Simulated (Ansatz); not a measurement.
What does this script print? It uses Ansatz 0.2.0 through its Python package.

`methods_ch4bo.py`
```python
"""CH4BO at several levels of theory."""

import argparse
import warnings

import ansatz as az
from ase import Atoms

parser = argparse.ArgumentParser(description="CH4BO at several levels of theory.")
parser.add_argument("--basis-set", required=True, help="basis")
args = parser.parse_args()

warnings.simplefilter("ignore", az.DeckWarning)

atoms = Atoms(["B", "O", "C", "H", "H", "H", "H"], positions=[
    [-0.9765, -1.1932, -0.4088],
    [-0.5668, -0.3161, 0.6985],
    [0.5586, 0.381, 0.276],
    [-1.7242, -0.7057, -1.2062],
    [0.3809, 1.0589, -0.5803],
    [0.9396, 1.024, 1.1337],
    [1.4497, -0.3169, 0.0413],
])
mol = az.Crystal.molecule_from_ase(atoms)

model = mol.calculation()
model = model.basis(gaussian=args.basis_set)
model = model.spin("collinear", total=1)

methods = ["mp2", "ccsd", "ccsd_t"]
batch = az.Session.batch([model.correlation(m).input() for m in methods])
reports = sorted(batch.plan().execute().molecular_reports, key=lambda each: each["member"])
print(f"Hartree-Fock reference {reports[0]['reference_energy_ev'] / 27.211386246:.6f} Ha")
best = reports[-1]["free_energy_ev"] - reports[-1]["reference_energy_ev"]
for method, each in zip(methods, reports):
    gained = each["free_energy_ev"] - each["reference_energy_ev"]
    print(f"{method:8s} total {each['free_energy_ev'] / 27.211386246:.6f} Ha  correlation {gained:9.4f} eV  ({100 * gained / best:.1f} % of the last)")
```

```console
$ python methods_ch4bo.py --basis-set def2-SVP
Hartree-Fock reference -139.563535 Ha
mp2      total -139.954642 Ha  correlation  -10.6426 eV  (89.9 % of the last)
ccsd     total -139.987162 Ha  correlation  -11.5275 eV  (97.4 % of the last)
ccsd_t   total -139.998422 Ha  correlation  -11.8339 eV  (100.0 % of the last)
```

What to keep in mind:
- The settings weren't tested for convergence.
- The geometry is a force-field or estimated start, not a minimum of this method, and the basis set is short of its limit. A lower total doesn't mark the better method: functionals have no common bound, and MP2 and coupled cluster aren't variational.
- The species is open-shell (spin multiplicity 2).
- Inner cores stay frozen, so this is valence correlation.

(A comment or docstring line of the script was reworded after the run, the code is as it ran; lines on the test bed's own set-up are left out of the output.)
